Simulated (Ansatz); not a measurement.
# What a trial cell of AlO relaxes into

Computed with DFT PBE, scalar-relativistic, plane waves, PAW in Ansatz 0.2.0. Cutoff 420 eV, Γ-centred k mesh, Gaussian smearing, no spin polarisation in the final step.

AlO was placed on the sites of a reported TiP cell (P6_3/mmc, No. 194), with Al in place of Ti, O in place of P, at a guessed volume.

```xyz
8
Lattice="3.1437 0.0000 0.0000 -1.5719 2.7225 0.0000 0.0000 0.0000 10.5148" Properties=species:S:1:pos:R:3 pbc="T T T"
Al    0.0000    1.8150    1.3144
Al    1.5719    0.9075    6.5718
Al    0.0000    1.8150    3.9431
Al    1.5719    0.9075    9.2005
O     0.0000    0.0000    0.0000
O     0.0000    0.0000    5.2574
O     1.5719    0.9075    2.6287
O     0.0000    1.8150    7.8861
```

Cell and atoms relax at zero pressure; the relaxation can't lower the symmetry of the start. After a coarse first stage the cell is made exact in the group found at 0.06 Å.

Formation energies are uncorrected and refer to the elements' standard structures at the same level (O₂ as a molecule).

Problem. Which crystal results?

Solution. It keeps P6_3/mmc (No. 194). Conventional cell: a = 2.888 Å, c = 11.706 Å. Around Al lie 6 O at 2.21–2.23 Å; around O on Wyckoff site a (2 atoms of the primitive cell) lie 6 Al at 2.21 Å; O on Wyckoff site d (2 atoms of the primitive cell) is coordinated by 6 Al at 2.23 Å.

Space group P6_3/mmc (No. 194). a = 2.888 Å, b = 2.888 Å, c = 11.706 Å, α = 90.00°, β = 90.00°, γ = 120.00°
| atom | site | symmetry | x | y | z |
| --- | --- | --- | --- | --- | --- |
| Al | 4f | 3m. | 0.3333 | 0.6667 | 0.1241 |
| O | 2a | -3m. | 0.0000 | 0.0000 | 0.0000 |
| O | 2d | -6m2 | 0.6667 | 0.3333 | 0.2500 |

Problem. What are its volume, energy, density and gap?

Solution. The volume per atom is 10.57 Å³. The density is 3.38 g/cm³, the energy over the elements is -1.17 eV/atom and the gap on the 12×12×4 mesh is 0 eV (a metal).

The final run used a 12×12×4 mesh on its 8-atom cell and 0.10 eV smearing. For metals, differences of a few meV/atom aren't resolved. Symmetry constrained the relaxation, so the result can be a saddle point. The steps took roughly 40 core-seconds in all.

Cost: 3 runs of about 0.61 core-minutes in all, on Intel Xeon 6975P-C (Granite Rapids) (shared hosts).